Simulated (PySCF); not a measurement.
`CS(=O)(=O)[O-]`: 4 charge schemes on one density

Species: CH3O3S (charge -1).
Geometry (GFN2-xTB, Å), atoms numbered from 1 in this order:
```
atom  x, y, z in Å
C1    -0.925   -0.138    0.017
S2     0.898    0.135   -0.023
O3     1.362   -0.650   -1.167
O4     1.047    1.580   -0.195
O5     1.374   -0.361    1.269
H6    -1.098   -1.198    0.140
H7    -1.319    0.422    0.854
H8    -1.331    0.220   -0.919
```

Density: PBE0/pcSseg-1 (PySCF); schemes: Mulliken, IAO, Hirshfeld and ESP-fitted. Geometry: GFN2-xTB; no solvent, vibrations or thermal averaging. The pcSseg-1 basis has no diffuse functions, a weakness for an anion.

Q: For which atoms does the sign change between the 4 schemes (beyond +0.03 e in one, beyond −0.03 e in another)?

A: For none.

Q: Which atoms carry the lowest charge in the Mulliken, IAO, Hirshfeld and ESP-fitted schemes?

A: All schemes pick atoms of one kind: Mulliken O4 (-0.656); IAO O3, O4 and O5 (-0.986); Hirshfeld O3, O4 and O5 (-0.445); ESP-fitted O5 (-0.715).

Q: What partial charge does each atom carry?

A: In e:

```json
{"atom": "C1", "environment": "S-methyl carbon", "Mulliken": "-0.426", "IAO": "-0.667", "Hirshfeld": "-0.173", "ESP-fitted": "-0.625"}
{"atom": "S2", "environment": "sulfonyl sulfur", "Mulliken": "+1.092", "IAO": "+2.203", "Hirshfeld": "+0.434", "ESP-fitted": "+1.335"}
{"atom": "O3", "environment": "oxygen bonded to S", "Mulliken": "-0.655", "IAO": "-0.986", "Hirshfeld": "-0.445", "ESP-fitted": "-0.714"}
{"atom": "O4", "environment": "oxygen bonded to S", "Mulliken": "-0.656", "IAO": "-0.986", "Hirshfeld": "-0.445", "ESP-fitted": "-0.714"}
{"atom": "O5", "environment": "oxygen bonded to S", "Mulliken": "-0.655", "IAO": "-0.986", "Hirshfeld": "-0.445", "ESP-fitted": "-0.715"}
{"atom": "H6", "environment": "methyl hydrogen", "Mulliken": "+0.100", "IAO": "+0.141", "Hirshfeld": "+0.024", "ESP-fitted": "+0.145"}
{"atom": "H7", "environment": "methyl hydrogen", "Mulliken": "+0.100", "IAO": "+0.141", "Hirshfeld": "+0.024", "ESP-fitted": "+0.146"}
{"atom": "H8", "environment": "methyl hydrogen", "Mulliken": "+0.100", "IAO": "+0.141", "Hirshfeld": "+0.025", "ESP-fitted": "+0.143"}
```

Mean size of the charges over all atoms: IAO 0.781 e, ESP-fitted 0.567 e, Mulliken 0.473 e, Hirshfeld 0.252 e. Each set sums to the total charge, -1, to within 0.001 e. The Mulliken scheme counts on each atom the diagonal of the density matrix times the overlap matrix over that atom's basis functions. The ESP scheme fits charges at the nuclei, held to the total charge, to the electrostatic potential on points at 1.4 to 2.0 times the van der Waals radii.

Q: How many electrons does the Hirshfeld scheme count on O5?

A: Z − q = 8 − (-0.445) = 8.445.

Q: Sum the charges by element, for elements with more than one atom.

A: 
```json
{"element": "O", "atoms": "3", "Mulliken": "-1.967", "IAO": "-2.958", "Hirshfeld": "-1.334", "ESP-fitted": "-2.143"}
{"element": "H", "atoms": "3", "Mulliken": "+0.300", "IAO": "+0.423", "Hirshfeld": "+0.073", "ESP-fitted": "+0.434"}
```
